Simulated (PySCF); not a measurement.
Orbital picture of BF

B2PLYP at R = 1.270 Å; PySCF, no relativity, basis sets B def2-SVPD, F def2-SVPD. State: ¹Σ⁺ (singlet), closed shell. Only the outer orbitals are listed, counted within each symmetry.

| orbital | occ. | ε (eV) | on B (%) | main shells (%) |
| --- | --- | --- | --- | --- |
| 3σ | 2 | -39.50 | 9 | 89 F s |
| 4σ | 2 | -19.74 | 18 | 75 F p, 10 B s |
| 1π | 2 | -17.07 | 7 | 93 F p |
| 1π | 2 | -17.07 | 7 | 93 F p |
| 5σ | 2 | -9.17 | 100 | 78 B s, 22 B p |
| 2π | 0 | 0.29 | 87 | 83 B p, 11 F p |
| 2π | 0 | 0.29 | 87 | 83 B p, 11 F p |

Problem. Which are the highest filled and the lowest empty level, where do they sit, and how wide is the gap?

Solution. Highest filled 5σ at -9.17 eV (in %: 78 B s, 22 B p); lowest empty 2π at 0.29 eV (in %: 83 B p, 11 F p); the gap at B2PLYP is 9.46 eV. An empty level above zero is unbound, and its energy depends on the basis.

- bond order (Mayer): 1.25
- ⟨S²⟩: 0.000
- charge on B (Mulliken, basis-dependent): 0.18
- charge on B (Löwdin, basis-dependent): 0.28
- dipole moment (positive dipole means B(−)F(+)): 0.89 D

Correlated steps freeze 2 core orbitals. B2PLYP dipoles, levels and charges come from its SCF part alone.
